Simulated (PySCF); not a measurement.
## HO, SMILES `[OH]` (charge 0, multiplicity 2)

Computed with PBE0-D4/def2-TZVP (PySCF 2.14.0).

| Quantity | Result |
|---|---|
| highest occupied spin orbital | -9.09 eV |
| dipole moment | 1.77 D |
| total energy | -75.6856 Ha |
| cost | around 6 core-seconds (rough) |

Bonded distances (Å): O1–H2 0.973.
Charge 0, spin multiplicity 2.
